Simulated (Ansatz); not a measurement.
# SiNH3 (triplet): from Hartree-Fock to the top rungs at distance N1–H4 along a hydrogen transfer = 0.942 Å, cc-pVDZ

An exercise on one series of results from a longer session: the logs are not shown, and one member is left open.

Method: cc-pVDZ, core rule «outside noble gas», up to 6 orbitals frozen; program: Ansatz 0.2.0, Gaussian basis.

The runs, in order: UHF; CCSD(T) on ROHF; CCSD(T) on UHF; BCCD(T) on ROHF; CISD; CCSDT(Q) on ROHF; CCSDT(Q) on UHF; CASSCF and MRCISD+Q, 4 electrons in 4 orbitals; CASSCF and NEVPT2, 4 electrons in 4 orbitals.

8 further runs of the same task are left out: 2 for a mislabelled method, 3 that didn't finish, 3 set aside as unsound or not needed.

## The system

The geometry derives from fragments relaxed apart (PBE0/def2-TZVP) and kept rigid, so it is no stationary point. A hydrogen atom is moved between rigid fragments.

5 atoms, charge 0, spin multiplicity 3.

Atoms are counted from 1 here; the program's logs count them from 0.

Bond lengths: N1–H2 1.012 Å, N1–H3 1.012 Å, N1–H4 0.942 Å. Angles: H2–N1–H3 107.1°, H2–N1–H4 107.1°, H3–N1–H4 107.1°.

Set-up of the first run:

in.yaml

```yaml
crystal:
  periodic: [false, false, false]
  atoms:
    - {symbol: N, position_ang: [-1.763883, -0.012635, -0.019666]}
    - {symbol: H, position_ang: [-2.061163, 0.955198, -0.019665]}
    - {symbol: H, position_ang: [-2.061162, -0.414934, 0.860594]}
    - {symbol: H, position_ang: [-0.821883, -0.012635, -0.019666]}
    - {symbol: Si, position_ang: [1.057117, -0.012634, -0.019666]}
basis:
  gaussian: {orbitals: cc-pVDZ}
magnetization: {spin_polarized: true, initial_magnetization: 2}
hamiltonian: {xc: hf}
output: {orbitals: {seedname: orbitals}}
```

Command:

```
$ ansatz run in.yaml --threads 1 --pin off --events-out ev --progress --plain --max-ram 2393MiB
```

Steps of the session up to this table: UHF; CCSD(T) on ROHF; CCSD(T) on UHF; BCCD(T) on ROHF; CISD; CCSDT(Q) on ROHF; CCSDT(Q) on UHF; CASSCF and MRCISD+Q, 4 electrons in 4 orbitals; CASSCF and NEVPT2, 4 electrons in 4 orbitals.

One table of the session follows, with a row left open; its other results are not shown here.

It belongs to the step «Misses and costs». 

```
       method  from UCCSDT(Q) (meV)
         ROHF                     ?
          UHF               +7557.5
         RMP2               +1104.2
         UMP2               +1100.9
         CISD                +802.0
        RCCSD                +194.6
        UCCSD                +191.4
     RCCSD(T)                 +32.1
     UCCSD(T)                 +31.3
      BCCD(T)                 +31.6
       RCCSDT                 +12.0
       UCCSDT                 +11.9
    RCCSDT(Q)                  +0.3
    UCCSDT(Q)                     0
  CASSCF pair               +7184.6
  NEVPT2 pair               +1097.9
  MRCISD pair                +723.6
MRCISD+Q pair                 +59.7
```

Q: Estimate the row for ROHF from the others.

**Answer.** from UCCSDT(Q) (meV): +7668.5. In the column «from UCCSDT(Q) (meV)» it is the highest.

Caveats from the session: Restricted and unrestricted rows rest on different reference determinants; where their highest levels disagree by more than a few hundredths of an eV, they describe different states and don't form one ladder.
